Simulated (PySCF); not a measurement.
Input of a run (PBE0-D3(BJ)/def2-TZVP geometry optimisation, gas phase (PySCF 2.14.0)), started from GFN2-xTB:
```
{"job": {"xc": "PBE0", "basis": "def2-TZVP", "d3": "d3bj", "grid": 2, "kind": "geom"}, "charge": 0, "multiplicity": 1}
C      1.832684    -1.327722    -0.909251
C      1.003012    -0.633604    -0.388803
C     -0.001255     0.174075     0.203298
C      0.277711     0.963666     1.236637
C     -1.361720     0.064683    -0.418526
H      2.567699    -1.928872    -1.355299
H     -0.477832     1.581281     1.692087
H      1.267218     1.015523     1.657630
H     -1.317093     0.348358    -1.469557
H     -2.070141     0.710126     0.094196
H     -1.714859    -0.964842    -0.368376
```

Output (energies in Eh, forces in Eh/bohr):
```
step   0  E = -193.88375388  max force = 0.008402
step   1  E = -193.88415702  max force = 0.001945
step   2  E = -193.88416225  max force = 0.000427
optimisation converged
```

Problem. Summarise the run.

Solution. The energy falls by 1.1 kJ/mol over 3 energy and gradient evaluations, the largest force component goes from 0.0084 to 4.3e-04 Eh/bohr, and the atoms move by 0.015 Å rms after alignment. The bond that changes most is C1–H6 (terminal alkyne carbon to alkyne hydrogen), which lengthens by 0.015 Å. Bonds longer at the end by more than 0.005 Å: 4 of 10; shorter: 0. The energy never rose by more than 1e-6 Eh on the way. The first step brought 99 % of the lowering.

Problem. What are the final bond lengths?

Solution. C1≡C2 1.203 Å, C2–C3 1.426 Å, C3=C4 1.335 Å, C3–C5 1.500 Å, C1–H6 1.064 Å, C4–H7 1.084 Å, C4–H8 1.082 Å, C5–H9 1.093 Å, C5–H10 1.090 Å, C5–H11 1.093 Å. Numbering counts from 1 in the input's order; the species is 2-methyl-1-buten-3-yne (`C=C(C)C#C`).

The run used 191 basis functions and 25 SCF cycles in all.

Not checked by PBE0-D3(BJ)/def2-TZVP frequencies.
